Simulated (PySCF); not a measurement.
Protonation sites of N,N-dimethylthioformamide

System: `CN(C)C=S` (C3H7NS). Numbering: `[CH3:1][N:2]([CH3:3])[CH:4]=[S:5]`

Computed at ωB97X-D3(BJ)/def2-TZVP // PBE0-D3(BJ)/def2-SVP with PySCF (density fitting, grid level 2). ωB97X-D3(BJ) is ωB97X-V with D3(BJ) in place of VV10. Thermal corrections: PBE0-D3(BJ)/def2-SVP frequencies, unscaled, ideal gas at 298.15 K and 1 bar, quasi-RRHO entropy.

```
               site       product  PA / eV  GB / eV
N2 (amide nitrogen)  C[NH+](C)C=S     8.53     8.19
```

PA is −ΔH and GB is −ΔG of B + H⁺ → BH⁺ in the gas phase. Sites whose products fell apart, merged with another or lost in a GFN2-xTB screen aren't listed.

In diethyl ether the product from N2 is solvated 1.83 eV more strongly than the parent (electrostatics only).

Measured values (NIST Chemistry WebBook, evaluated or the median of agreeing entries): proton affinity (−ΔH) 906 kJ/mol (computed 921, difference 14); gas-phase basicity (−ΔG) 876 kJ/mol (computed 890, difference 15).

Note: S5 is not listed: the run failed or kept an imaginary mode, or the ion rearranged or equalled another; a site not listed may be the best one.

Structures, frequencies and single points took 13 min of wall time on 1 thread of Arm Neoverse V2 (shared host), launched as `OMP_NUM_THREADS=1 python redox_run.py task.json out`.

Differences come from unrounded values, so a last digit can differ from that of the printed terms.
